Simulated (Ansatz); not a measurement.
Compare A (`CC(=S)CF`) with its isomer B (`C=C(F)SC`).

Isolated molecules relaxed with PBE0-D4/def2-TZVP in Ansatz; ΔE leaves out vibrations. CBS: MP2 limit from def2 TZ/QZ plus the TZ coupled-cluster correction, frozen cores. DFT in def2-TZVPP. B3LYP here is the variant with VWN-RPA as its local correlation; programs differ in this. One conformer a species, not always the lowest.

**Question.** Which is lower in electronic energy at CCSD(T)/CBS, and by how much? (An estimate is asked.)

**Answer.** The calculation gave: A, by 18.9 kJ/mol.

**Question.** Give E(B) − E(A) in kJ/mol with B2PLYP, CCSD(T)/def2-TZVPP, PBE-D4, BLYP-D4, r2SCAN-D4, CCSD(T)/def2-SVP, B3LYP. (An estimate is asked.)

**Answer.** The calculation gave: B2PLYP 18.0, CCSD(T)/def2-TZVPP 21.3, PBE-D4 10.5, BLYP-D4 11.8, r2SCAN-D4 12.7, CCSD(T)/def2-SVP 37.3, B3LYP 13.7. None reverses the order clearly.

**Question.** Does the order hold for the free energy at 298.15 K (harmonic terms from PBE0-D4)? (An estimate is asked.)

**Answer.** Computed: Yes: G(B) − G(A) = +17.0 kJ/mol, for one conformer each. Modes under 60 cm⁻¹, often nearly free rotors, make the harmonic entropy too high.

Largest T1 diagnostic: 0.015.

From BLYP to BHLYP (50 % exact exchange), in def2-TZVPP and without D4, E(B) − E(A) moves by +5.4 kJ/mol. Leaving LDA and LC-ωPBE aside and taking each functional with its dispersion term where it has one, the values, not all of them listed here, spread over 8.1 kJ/mol, from revPBE-D4 to PBE-QIDH.
